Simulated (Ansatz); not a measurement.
# C2H2, singlet: reading a ladder of total energies

Geometry: MP2(full)/6-31G*, from the G2/97 set.

| atom | x (Å) | y (Å) | z (Å) |
| --- | --- | --- | --- |
| C | 0.0000 | 0.0000 | 0.6081 |
| C | 0.0000 | 0.0000 | -0.6081 |
| H | 0.0000 | 0.0000 | -1.6740 |
| H | 0.0000 | 0.0000 | 1.6740 |

Basis 6-31G* (Cartesian d functions); Ansatz 0.2.0. Correlated methods freeze the noble-gas cores, which leaves 10 electrons in 32 orbitals. Prefix R: restricted or restricted open-shell reference.

Full CI isn't at hand for all of this; RCCSDTQ serves as the reference, and is uncertain by about the last step of the cluster series.

Runs differ by some tens of microhartree through their thresholds, so steps under 0.03 kcal/mol mean nothing.

| level | total energy (hartree) |
| --- | --- |
| RHF | -76.815604 |
| RMP2 | -77.066788 |
| RCCSD | -77.082379 |
| RCCSD(T) | -77.093673 |
| RCCSDT | -77.094014 |
| RCCSDT(Q) | -77.094953 |
| RCCSDTQ | -77.094852 |

Question: What is the correlation energy at RCCSDTQ, and what share of it do RMP2 and RCCSD(T) recover?

Answer: E(corr) = -77.094852 − (-76.815604) = -0.279248 hartree = -7.599 eV. RMP2: -0.251184 / -0.279248 = 89.95 %. RCCSD(T): -0.278069 / -0.279248 = 99.58 %.

Question: By how many kcal/mol does RCCSD(T) miss RCCSDTQ (1 hartree = 627.509 kcal/mol), and which steps make up the rest?

Answer: -77.093673 − (-77.094852) = 0.001179 hartree = 0.74 kcal/mol. Steps: RCCSDT − RCCSD(T) = -0.21, RCCSDT(Q) − RCCSDT = -0.59, RCCSDTQ − RCCSDT(Q) = 0.06 kcal/mol. That is within 1 kcal/mol of the reference in this basis, which itself misses far more of the correlation at the basis-set limit.
